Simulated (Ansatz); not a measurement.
Energy needed to pull apart BH₂OF (SMILES OBF), singlet, into free ground-state atoms, from the structure below (displaced at random from a GFN2-xTB minimum); no zero-point or spin–orbit terms; open-shell atoms are treated unrestricted, in their ground-state multiplicity.

```
5
angstrom
O -0.9659 0.1376 0.1321
B 0.3580 -0.0327 0.2250
F 1.0893 -0.3433 -0.8928
H -1.3588 0.0080 -0.7526
H 0.9010 0.1177 1.2621
```

Program: Ansatz 0.2.0. Basis: def2-TZVPP. Cores are frozen in the correlated methods.

```json
{"method": "PBE-D4", "atomization energy (kJ/mol)": "2128"}
{"method": "r2SCAN-D4", "atomization energy (kJ/mol)": "2094"}
{"method": "PBE0-D4", "atomization energy (kJ/mol)": "?"}
{"method": "r2SCANh-D4", "atomization energy (kJ/mol)": "2074"}
{"method": "BHLYP-D4", "atomization energy (kJ/mol)": "2004"}
{"method": "wB97M-V", "atomization energy (kJ/mol)": "2093"}
{"method": "HF", "atomization energy (kJ/mol)": "?"}
{"method": "MP2", "atomization energy (kJ/mol)": "2106"}
{"method": "CCSD", "atomization energy (kJ/mol)": "2003"}
{"method": "CCSD(T)", "atomization energy (kJ/mol)": "2033"}
```

(1) What does PBE0-D4 give? (To be estimated.)

(2) What does HF give? (To be estimated.)

T1 diagnostic: at most 0.014.

Results:

(1) Computed: 2071 kJ/mol, which is about 38 kJ/mol more than CCSD(T)/def2-TZVPP.

(2) Computed: 1561 kJ/mol, which is about 472 kJ/mol less than CCSD(T)/def2-TZVPP.

In triple zeta the MP2 and coupled-cluster atomization energies are still short of their basis limit by a few kcal/mol a bond, whereas those of the functionals are nearly converged, so these differences are not deviations from converged CCSD(T).

For scale, one of the runs: CCSD(T)/def2-TZVPP forces, 121 basis functions (an equivalent command: `ansatz run in.yaml --threads 4`). Hardware: 4 CPU threads, shared host. Wall time 11 s; peak host memory 1.1 GiB.
